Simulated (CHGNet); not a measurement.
**Anatase TiO2 (metastable phase)**

Method: the machine-learned potential CHGNet 0.3.0 (trained on PBE and PBE+U data).

Cell (relaxed at this level):

```xyz
6
Lattice="-1.9074 1.9074 4.8310 1.9074 -1.9074 4.8310 1.9074 1.9074 -4.8310" Properties=species:S:1:pos:R:3 pbc="T T T"
Ti     0.0000     1.9074     2.4155
Ti     0.0000     0.0000     0.0000
O      0.0000     1.9074     0.4159
O      0.0000     0.0000     7.6624
O      0.0000     0.0000     1.9995
O      0.0000     1.9074     4.4150
```

For anatase TiO2 (metastable phase), the lattice constant a comes out as 3.815 Å and the c axis length is 9.662 Å.

Measured, for comparison: lattice constant a 3.784 Å, lattice parameter c 9.514 Å (room temperature, not corrected to a static lattice; as tabulated in Horn, Schwerdtfeger, Meagher, Refinement of the structure of anatase at several …). Computed (rounded) less measured: lattice constant a +0.8 %, lattice parameter c +1.6 %.

A machine-learned potential is trained on density-functional data: it inherits that level's misses and adds fitting errors of its own.
